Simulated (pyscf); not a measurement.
Four-centre exchange: `[NH2][SiH3]` + `[OH2]` → `[NH2][SiH3]` + `[OH2]`

Gas phase, singlet surface, charge 0. Bonds broken: N1–H9, H3–O8. Bonds formed: N1–H3, O8–H9. PySCF, gas phase, ωB97X-D3(BJ)/def2-SVP geometries. MP2 and CC: frozen core, UHF for open shells. ΔMP2 is the change of the MP2 total energy from the triple- to the quadruple-zeta basis.

Transition state (Å):

```xyz
10

N     -1.3879    -0.1209     0.0985
Si     0.1068     0.2580     0.9317
H     -1.3655    -0.6503    -1.0456
H     -2.1877    -0.4083     0.6618
H      0.6367    -0.9144     1.6884
H     -0.0596     1.3920     1.8879
H      1.0872     0.6450    -0.1231
O     -1.7373    -0.0392    -2.1350
H     -1.7113     0.5013    -0.9493
H     -0.9842     0.2321    -2.6773
```

One imaginary mode, 2298i cm⁻¹; descent along it reached the two sides named, in the forms told below.

```json
[
 {"bond": "N1–H9", "change": "breaks", "reactant side (Å)": "1.015", "saddle": "1.261", "product side": "2.006"},
 {"bond": "H3–O8", "change": "breaks", "reactant side (Å)": "0.972", "saddle": "1.303", "product side": "3.2"},
 {"bond": "N1–H3", "change": "forms", "reactant side (Å)": "2.008", "saddle": "1.261", "product side": "1.016"},
 {"bond": "O8–H9", "change": "forms", "reactant side (Å)": "3.2", "saddle": "1.303", "product side": "0.972"}
]
```

Electronic energies relative to the separated reactants (kcal/mol):

| level | barrier | reaction energy | reverse barrier |
|---|---|---|---|
| ωB97X-D3(BJ)/def2-TZVP | 44.5 | 0.0 | 44.5 |
| PBE/def2-TZVP | 34.6 | 0.0 | 34.6 |
| r²SCAN/def2-TZVP | 38.5 | 0.0 | 38.5 |
| B3LYP-D3(BJ)/def2-TZVP | 41.8 | 0.0 | 41.8 |
| PBE0-D3(BJ)/def2-TZVP | 39.8 | 0.0 | 39.8 |
| M06-2X/def2-TZVP | 42.7 | 0.0 | 42.7 |
| ωB97M-D3(BJ)/def2-TZVP | 43.7 | 0.0 | 43.7 |
| HF/def2-TZVP | 66.1 | 0.0 | 66.1 |
| MP2/def2-QZVPP | 44.0 | 0.0 | 44.0 |
| CCSD/def2-TZVPP | 50.2 | 0.0 | 50.2 |
| CCSD(T)/def2-TZVPP | 46.5 | 0.0 | 46.5 |
| CCSD(T)/def2-TZVPP + ΔMP2(QZVPP) | 46.8 | 0.0 | 46.8 |

With CCSD(T)/def2-TZVPP + ΔMP2(QZVPP) energies and thermal terms (ideal gas, 1 atm, RRHO with modes under 100 cm⁻¹ raised to 100, one conformer, R ln 2 for chiral ones without a mode under 150 cm⁻¹), in kcal/mol:

```tsv
T (K)	ΔH‡	ΔG‡	ΔH	ΔG
298	43.8	54.1	0.0	0.0
600	43.7	64.7	0.0	0.0
900	44.4	75.1	0.0	0.0
1200	45.3	85.2	0.0	0.0
```

On the reactant side the descent ends in a complex (not fully relaxed), 5.6 kcal/mol under the separated species and 50.1 kcal/mol under the saddle at ωB97X-D3(BJ)/def2-TZVP. On the product side the descent ends in a complex (not fully relaxed), 5.6 kcal/mol under the separated species and 50.1 kcal/mol under the saddle at ωB97X-D3(BJ)/def2-TZVP. The same reactants have a lower exit, to HO–SiH₃ + NH₃ (barrier +18.9 kcal/mol at ωB97M-D3(BJ), against +43.7 kcal/mol here). This is the saddle that the search found; another between the same sides may lie lower. The CCSD(T) − MP2 part came from Ansatz, without density fitting, on the same reference.
